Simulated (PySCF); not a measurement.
Series: cyclo[n]carbon rings. Gas-phase values, no solvent. Each species was relaxed from one start; no search for lower structures was made at this level. Strings in code marks are SMILES. All members: neutral, multiplicity 1. Level: PBE0-D3(BJ)/def2-SVP // CAM-B3LYP-D3(BJ)/def2-SVP (PySCF), beside PBE-D3(BJ)/def2-SVP // CAM-B3LYP-D3(BJ)/def2-SVP (PySCF) at the same geometries.  Orbital energies are measured against the vacuum level.

| species | LUMO, PBE (eV) | LUMO, PBE0-D3(BJ) (eV) |
|---|---|---|
| cyclo[28]carbon `C1#CC#CC#CC#CC#CC#CC#CC#CC#CC#CC#CC#CC#CC#C1` | -4.44 | withheld |
| cyclo[24]carbon `C1#CC#CC#CC#CC#CC#CC#CC#CC#CC#CC#CC#C1` | -4.41 | -3.93 |
| cyclo[12]carbon `C1#CC#CC#CC#CC#CC#C1` | -4.39 | -3.78 |
| cyclo[20]carbon `C1#CC#CC#CC#CC#CC#CC#CC#CC#CC#C1` | -4.37 | -3.86 |
| cyclo[30]carbon `c1c#cc#cc#cc#cc#cc#cc#cc#cc#cc#cc#cc#cc#cc#cc#1` | -4.14 | -3.69 |
| cyclo[26]carbon `c1c#cc#cc#cc#cc#cc#cc#cc#cc#cc#cc#cc#cc#1` | -4.04 | -3.59 |
| cyclo[14]carbon `c1c#cc#cc#cc#cc#cc#cc#1` | -3.44 | -2.94 |
| cyclo[10]carbon `c1c#cc#cc#cc#cc#1` | -2.82 | -2.18 |

Task: Fit y = a + b·x, y being the LUMO at the first level, to the 7 complete rows by least squares, with x = the PBE value in eV. Give a, b and the rms residual, and predict the withheld value.

Result: Means of the 7 rows: x̄ = -3.9443, ȳ = -3.4243 eV. Σ(x − x̄)² = 2.1626 and Σ(x − x̄)(y − ȳ) = 2.2906, so b = 1.059 and a = ȳ − b·x̄ = 0.753 eV. The rms residual is 0.062 eV. At x = -4.44 the line gives -3.95 eV, outside the range of the fitted rows. The run for cyclo[28]carbon `C1#CC#CC#CC#CC#CC#CC#CC#CC#CC#CC#CC#CC#CC#C1` gave -3.97 eV, so the line is off by 0.02 eV, within twice the rms residual.

Codes: PySCF.
